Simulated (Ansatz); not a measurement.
# Relaxing a trial structure of CH2FSi+

The starting geometry of this gas-phase singlet was optimised with GFN2-xTB.

```yaml
atoms:
  - { symbol: C, position_ang: [0.0489, 0.1373, 0.2174] }
  - { symbol: F, position_ang: [0.9185, 0.3928, 1.2393] }
  - { symbol: Si, position_ang: [-1.5180, 1.2055, 0.5840] }
  - { symbol: H, position_ang: [-0.1406, -0.9529, 0.2149] }
  - { symbol: H, position_ang: [0.5646, 0.4045, -0.7245] }
```

Question: Predict what becomes of its bonds when it is optimised with B3LYP-D3(BJ)/def2-SVP.

Answer: A new bond forms, giving a structure with F2 bridging C1 and Si3, given below by its coordinates. Distances that change by over a tenth: C1–F2 (1.37 → 1.56 Å). Contacts that close: F2–Si3 (2.65 → 1.86 Å).

The energy falls by 0.57 eV over 10 steps:

```
step  E − E(last) (eV)
   1             0.568
   2             0.492
   3             0.398
   4             0.182
   5             0.142
   6             0.015
   7             0.003
   8             0.000
   9             0.000
  10             0.000
```

Final geometry (Å):

```yaml
atoms:
  - { symbol: C, position_ang: [-0.0326, 0.0254, -0.0056] }
  - { symbol: F, position_ang: [0.5157, 0.6515, 1.3107] }
  - { symbol: Si, position_ang: [-1.1965, 1.2334, 0.8659] }
  - { symbol: H, position_ang: [-0.0697, -1.0604, 0.1637] }
  - { symbol: H, position_ang: [0.6565, 0.3371, -0.8036] }
```

Frequencies at the end are all real (lowest 336 cm⁻¹). Run with Ansatz 0.2.0, 27 s on 1 thread of Intel(R) Xeon(R) Processor @ 2.50GHz (Skylake/Cascade Lake), with other jobs on the host.
